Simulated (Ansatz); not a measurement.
C3H5O can be A, `C=CC[O]`•, or B, `CC[C]=O`•.

Computed with Ansatz on PBE0-D4/def2-TZVP structures; ΔE is electronic, products minus reactants. CCSD(T)/CBS is the MP2 limit (def2-TZVPP, def2-QZVPP) plus CCSD(T) − MP2 in def2-TZVPP, frozen cores. Functionals use def2-TZVPP. B3LYP here is the variant with VWN-RPA as its local correlation; programs differ in this. Open shells (•) are unrestricted, without spin–orbit coupling. Each species was taken in one conformer, which may not be the lowest.

(1) Which isomer does CCSD(T)/CBS put lower? Give the gap. (Best estimate.)

(2) Give E(B) − E(A) in kcal/mol with BLYP-D4, PBE-D4, B3LYP-D4, ωB97M-V, CCSD(T)/def2-TZVPP, CCSD/def2-TZVPP, B2PLYP. (Estimate.)

(3) Does the order hold for the free energy at 298.15 K (harmonic terms from PBE0-D4)? (An estimate is asked.)

Largest T1 diagnostic: 0.020.

## Answers

(1) Computed: B, by 31.8 kcal/mol.

(2) The calculation gave: BLYP-D4 -29.9, PBE-D4 -31.0, B3LYP-D4 -29.3, ωB97M-V -30.5, CCSD(T)/def2-TZVPP -31.4, CCSD/def2-TZVPP -30.0, B2PLYP -32.3. None reverses the order clearly.

(3) The calculation gave: Yes: G(B) − G(A) = -31.4 kcal/mol, for one conformer each.

From PBE to PBE0 (25 % exact exchange), in def2-TZVPP and without D4, E(B) − E(A) moves by +1.2 kcal/mol. Leaving LDA and LC-ωPBE aside and taking each functional with its dispersion term where it has one, the values, not all of them listed here, spread over 5.9 kcal/mol, from B2PLYP to BHLYP-D4. LDA lies −1.3 kcal/mol from PBE without D4.
